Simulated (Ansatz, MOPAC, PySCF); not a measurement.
Reaction (SMILES): FCF -> F[CH-]F + H+

Wanted: gas-phase deprotonation energy (enthalpy at 298 K), in kcal/mol. Conventions: non-relativistic; no dispersion term unless named; valence correlation only; spin-orbit terms left out; 6-31G* and kin with 6d, 5d where marked. Basis-set limits of correlation are two-point, X^-3; Hartree-Fock from the larger set. [CCSD(T)-MP2]/basis is that difference in the basis named. Ab initio and DFT rows: single points at B3LYP-D3(BJ) geometries (Ansatz, a quantum-chemistry and plane-wave program), with unscaled harmonic terms from B3LYP/6-31G* at its own minima. Semi-empirical rows: MOPAC heats of formation at their own minima for 298 K, the proton's as measured. Sets without +, aug- or the D of def2-TZVPD hold no diffuse functions, which anions need.

| species | coefficient | E at MP2/6-31G* (Ansatz), Eh | E at M06-2X/def2-TZVPD (PySCF), Eh | H(298 K) - E, kcal/mol | heat of formation at PM3 (MOPAC), kcal/mol |
|---|---|---|---|---|---|
| FCF | -1 | -238.36399 | -239.00530 | 23.29 | -103.78 |
| F[CH-]F | +1 | -237.68444 | -238.35714 | 12.85 | -90.83 |
| H+ | +1 | 0.00000 | 0.00000 | 1.48 | 365.69 |

Coupled cluster (Ansatz) is a level with limits of its own, used here on species with T1 under 0.025 (0.045 for open shells) and stable references: RI-MP2/CBS(aug-cc-pVTZ,aug-cc-pVQZ)+[CCSD(T)-MP2]/aug-cc-pVTZ. Value to compare with, RI-MP2/CBS(aug-cc-pVTZ,aug-cc-pVQZ)+[CCSD(T)-MP2]/aug-cc-pVTZ (Ansatz): 398.5 kcal/mol. 1 Eh = 627.5095 kcal/mol.

Task: Compute it at each level from the table, and compare with RI-MP2/CBS(aug-cc-pVTZ,aug-cc-pVQZ)+[CCSD(T)-MP2]/aug-cc-pVTZ (Ansatz).

Result: 
- MP2/6-31G*: the sum of coefficient times E is 0.67955 Eh, or 426.42 kcal/mol; the thermal terms add -8.96. Result: 417.5 kcal/mol. Its difference against RI-MP2/CBS(aug-cc-pVTZ,aug-cc-pVQZ)+[CCSD(T)-MP2]/aug-cc-pVTZ (Ansatz) is 19.0 kcal/mol.
- M06-2X/def2-TZVPD: the sum of coefficient times E is 0.64816 Eh, or 406.73 kcal/mol; the thermal terms add -8.96. Result: 397.8 kcal/mol. Its difference against RI-MP2/CBS(aug-cc-pVTZ,aug-cc-pVQZ)+[CCSD(T)-MP2]/aug-cc-pVTZ (Ansatz) is -0.7 kcal/mol.
- PM3: the sum of coefficient times heat of formation is 378.64 kcal/mol; it needs no thermal term. Its difference against RI-MP2/CBS(aug-cc-pVTZ,aug-cc-pVQZ)+[CCSD(T)-MP2]/aug-cc-pVTZ (Ansatz) is -19.9 kcal/mol.
